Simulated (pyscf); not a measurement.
PySCF, gas phase, ωB97X-D3(BJ)/def2-SVP geometries. Correlated levels are frozen-core, on RHF or UHF. ΔMP2 is the change of the MP2 total energy from the triple- to the quadruple-zeta basis.

Q: Estimate by transition-state theory the rate constant of methanol (H₃C–OH) + H atom (H•) → water (H₂O) + methyl (CH₃•) (doublet surface; C–O broken, H–O formed) at 900 K, with CCSD(T)/def2-TZVPP + ΔMP2(QZVPP) energies (ideal gas, 1 atm, RRHO with modes under 100 cm⁻¹ raised to 100, one conformer, R ln 2 for rigid chiral ones; no tunnelling).

A: The electronic barrier is 24.4 kcal/mol and the thermal terms add +17.8, so ΔG‡ = 42.2 kcal/mol. With k_BT/h = 1.88e+13 s⁻¹ and RT = 1.788 kcal/mol, and a volume of 1.23e-19 cm³ per molecule at 1 atm, k = 1.3e-16 cm³ molecule⁻¹ s⁻¹. Wigner's tunnelling factor for 1792i cm⁻¹ would be 1.34. A shift of 1 kcal/mol in the barrier changes k by a factor 1.7. The same reactants have a lower exit, to H₂ + •H₂C–OH (barrier +8.2 kcal/mol at ωB97M-D3(BJ), against +24.4 kcal/mol here). One saddle was located; it need not be the lowest between these sides. The angle at the attacked O is 156°. The CCSD(T) − MP2 part came from Ansatz, without density fitting, on the same reference.
